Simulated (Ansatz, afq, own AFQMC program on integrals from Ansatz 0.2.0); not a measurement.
# Mg2, singlet: AFQMC among the cluster methods

```tsv
atom	x (Å)	y (Å)	z (Å)
Mg	0.0000	0.0000	0.0000
Mg	0.0000	0.0000	2.7658
```

Basis cc-pVDZ. Noble-gas cores (and the filled d shells of Ga–Kr and In–Xe) are frozen. AFQMC by an in-house program on the Cholesky factors that Ansatz 0.2.0 writes for its CCSD(T) run. The CISD trial takes its coefficients from CCSD amplitudes. Released means that phaseless walkers are propagated on without the constraint, phases kept. Free AFQMC starts from the CCSD state and is never constrained. Its projection time is finite, and what remains of the start isn't in its error. ± is one standard error of the sampling.

Determinant: RHF, the one that the program's search chose, which needn't be the lowest solution. The geometry is a PBE0/def2-TZVP stationary point of this or a neighbouring charge and spin state.

Full CI on the same integrals is exact in this basis and with this determinant's frozen core.

Cautions: restricted determinant unstable towards unrestricted (UHF 133 meV lower, ⟨S²⟩ 0.56).

```
T1 diagnostic                               : 0.0196
weight of the determinant in the CISD state : 0.857
size of the correlated space                : 4 electrons in 26 orbitals
```

Reference: full CI, correlation energy -2.096 eV. The released energy is read at 2.40 1/Eh (meV from the phaseless value at times in 1/Eh: -6 ± 3 at 0.24, -10 ± 3 at 0.51, -10 ± 3 at 0.99, -15 ± 3 at 1.62, -14 ± 3 at 2.40).

| level | E − E(reference) (kJ/mol) | share of correlation (%) |
| --- | --- | --- |
| HF | 202.2 | 0.00 |
| MP2 | 66.1 | 67.29 |
| CCSD | 8.0 | 96.04 |
| CCSD(T) | 2.3 | 98.87 |
| CCSDT | 0.6 | 99.72 |
| CCSDT(Q) | 0.2 | 99.92 |
| ph-AFQMC/CISD | 1.9 ± 0.3 | 99.05 |
| released AFQMC | 0.6 ± 0.3 | 99.72 |
| free AFQMC | 0.4 ± 0.4 | 99.80 |

CCSDT and higher add their correlation energy to the determinant of the CCSD(T) run, since their own runs factorise the integrals more tightly (a shift of under 2 meV). Free projections are given only where their last times agree within the noise and don't stop above the reference; a slow remainder of the start can still hide under it. A walk keeps the symmetry of its determinant, which the program's search chose and which needn't be the lowest solution, so a lower state of the same spin and another symmetry isn't excluded. Released energies are given only where the last usable release times agree within the noise; a slower fall can still hide under it.
